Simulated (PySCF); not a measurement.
Coordinates in bohr (charge 0 multiplicity 1):
```
C     0.0000    0.0000   -1.1586
F     1.9707    0.0000    0.3659
F    -1.9707    0.0000    0.3659
```

Method: PySCF, PBE, basis C def2-TZVP, F def2-TZVP (no relativity, density fitting).

This geometry of CF₂ is a stationary point at this level.

(1) What is the point group?

(2) Is it a minimum?

(3) List the harmonic modes with their infrared intensities.

(4) What are the dipole moment and the gap between the highest occupied and lowest empty levels?

Answers

(1) C2v.

(2) Yes: all harmonic wavenumbers are real.

(3) 
```
symmetry  ω (cm⁻¹)  IR (km/mol)
      a1       640          1.8
      b2      1057          343
      a1      1172          105
```

(4) 0.71 D and 3.59 eV.
